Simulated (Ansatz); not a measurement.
A made-up structure of BSiH3O, singlet:

```csv
atom,x (Å),y (Å),z (Å)
O1,0.1629,-2.0060,0.0174
B2,0.0522,-0.5784,0.0085
Si3,-0.1427,1.3802,-0.0292
H4,0.1338,-2.6965,-0.0262
H5,0.5554,1.9937,-1.1426
H6,-0.7616,1.9071,1.1720
```

It is relaxed with PBE-D4/def2-SVP and then PBE0-D4/def2-TZVP (Ansatz 0.2.0). Atoms count as bonded within 1.22 times the sum of their covalent radii (H–H: 0.88 Å). The end point is not checked to be a true minimum.

Does its bonding change? (Judge from chemistry; the calculation decides.)

The calculation gives: No: no bond forms or breaks.

Where it ends: The first stage lowers the energy by 5.29 eV in 13 steps. It ends as BSiH₃O ([OH][B][SiH2]):
```csv
atom,x (Å),y (Å),z (Å)
O1,0.4759,-1.7658,0.1885
B2,0.1866,-0.5057,0.0803
Si3,-0.6042,1.1958,-0.2759
H4,-0.1359,-2.4275,-0.1548
H5,0.5915,1.7879,-0.9719
H6,-0.5139,1.7153,1.1337
```

Labels in which every atom is bracketed show which atoms are joined, not bond orders.

For scale, one of the runs: PBE0-D4/def2-TZVP relaxation, 117 basis functions, launched by `ansatz run in.yaml --threads 2 --pin off --events-out ev --progress --plain --max-ram 4352MiB`. Hardware: 2 CPU threads of an AMD EPYC 7B13, shared host. Wall time about 11 s.
